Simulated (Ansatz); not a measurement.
Relaxation of BClH₅P (8 atoms, charge 0, multiplicity 1), to a largest force component of 0.03 eV/Å in at most 50 steps.

These are results of RKS PBE0/6-31G* (Ansatz 0.2.0), not measurements.

```xyz
8
Properties=species:S:1:pos:R:3
B 0.006 0.082 0.160
Cl -0.017 0.849 1.809
H 1.064 -0.016 -0.373
H -1.045 -0.127 -0.354
P 0.185 -2.927 0.955
H -0.565 -2.562 -0.191
H 1.393 -2.414 0.425
H -0.105 -1.721 1.646
```

**Question.** Where does it end, and by what steps?

**Answer.** It converged. After 6 steps the energy has fallen by 0.142 eV; Cl2 moved furthest, 0.40 Å.

| step | energy less start (eV) | largest force component (eV/Å) | accepted |
| --- | --- | --- | --- |
| 0 | 0.0000 | 1.099 | yes |
| 1 | -0.0954 | 0.844 | yes |
| 2 | -0.1245 | 0.586 | yes |
| 3 | -0.1309 | 0.319 | yes |
| 4 | -0.1392 | 0.190 | yes |
| 5 | -0.1418 | 0.037 | yes |
| 6 | -0.1418 | 0.021 | yes |

```xyz
8
Properties=species:S:1:pos:R:3
B -0.016 0.404 0.154
Cl -0.033 1.231 1.689
H 1.040 0.194 -0.359
H -1.064 0.107 -0.333
P 0.223 -3.226 0.949
H -0.544 -2.820 -0.177
H 1.424 -2.654 0.447
H -0.115 -2.071 1.708
```

Whether the end is a true minimum wasn't checked by a vibrational analysis.

Run time: 17 s on 1 thread of Arm Neoverse V2 (shared host), peak memory 0.13 GiB.
